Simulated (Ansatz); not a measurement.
CF+ (SMILES [C+]F): methods side by side

CF+, singlet, SMILES `[C+]F`. Each level relaxes the structure for itself.

Quantity: the equilibrium bond length, in Å. The values are calculated.

| level | kind | program | value (Å) | less CCSD(T)/def2-TZVP |
| --- | --- | --- | --- | --- |
| SVWN5/def2-TZVP | LDA | Ansatz | 1.157 | -0.004 |
| PBE-D3(BJ)/def2-TZVP | GGA | Ansatz | 1.170 | +0.009 |
| r2SCAN/def2-TZVP | meta-GGA | Ansatz | 1.159 | -0.002 |
| B3LYP-D4/def2-TZVP | global hybrid | Ansatz | 1.156 | -0.005 |
| PBE0-D4/def2-TZVP | global hybrid | Ansatz | 1.153 | -0.008 |
| wB97X-V/def2-TZVP | range-separated hybrid | Ansatz | 1.158 | -0.003 |
| CCSD(T)/def2-TZVP | coupled cluster or CI | Ansatz | 1.161 | 0.000 |

Differences are taken from CCSD(T)/def2-TZVP for orientation; it has basis-set and higher-order errors of its own. Its T1 diagnostic reaches 0.021, a sign that one reference may not serve. The values span 1.153 to 1.170 Å.
